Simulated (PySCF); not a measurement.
methyl formate: calculation against experiment

**Experimental background.**

CORE65 (Golze, Keller, Rinke, J. Phys. Chem. Lett. 2020, 11, 1840), as tabulated in Jana, Herbert, J. Chem. Phys. 2023, 158, 094111, SI lists, for the gas: O 1s binding energy of O2 539.64 eV; O 1s binding energy of O4 538.24 eV.

The runs below try to reproduce these values; the comparison stands at the end.

Compound: methyl formate, C2H4O2.
Atom-mapped SMILES: `[CH3:1][O:2][CH:3]=[O:4]` (hydrogens: H5, H6, H7 on C1; H8 on C3)

Structure used (PBE0-D3(BJ)/def2-SVP), in Å, numbered top down from 1:
```
atom  x, y, z in Å
C1    -1.0071   -0.1570    0.1011
O2     0.3022   -0.6608    0.3205
C3     1.2993    0.1175   -0.0895
O4     1.1773    1.1861   -0.6151
H5    -1.1525    0.1105   -0.9556
H6    -1.6988   -0.9555    0.3924
H7    -1.1867    0.7396    0.7133
H8     2.2662   -0.3804    0.1328
```

Runs made with PySCF (gas phase, on this PBE0-D3(BJ)/def2-SVP geometry; non-relativistic but for the core-level run):

```csv
level,job,basis functions,wall time
"delta-SCF UKS SCAN, pcX-2 on the ionised atom, pcseg-1 elsewhere, spin-free X2C","ΔSCF core ionisation, 4 holes",107,28 s
```

Hardware: Arm Neoverse N1, one thread, shared host.

**Comparison with experiment**

**Core binding energies.** Delta-SCF UKS SCAN, pcX-2 on the ionised atom, pcseg-1 elsewhere, spin-free X2C in PySCF.

```json
{"level and atom": "O 1s, O2", "computed (eV)": "539.99", "measured (eV)": "539.64", "computed − measured (eV)": "+0.35"}
{"level and atom": "O 1s, O4", "computed (eV)": "538.28", "measured (eV)": "538.24", "computed − measured (eV)": "+0.04"}
```

Sources, in the order of the opening: CORE65 (Golze, Keller, Rinke, J. Phys. Chem. Lett. 2020, 11, 1840), as tabulated in Jana, Herbert, J. Chem. Phys. 2023, 158, 094111, SI. Against the first value of each row the mean signed difference is +0.19 eV and the largest in size +0.35 eV. The computed values are vertical, without vibrational structure; measured positions hang on the energy calibration. 

No measured geometry was used, and the causes of the misses weren't examined.
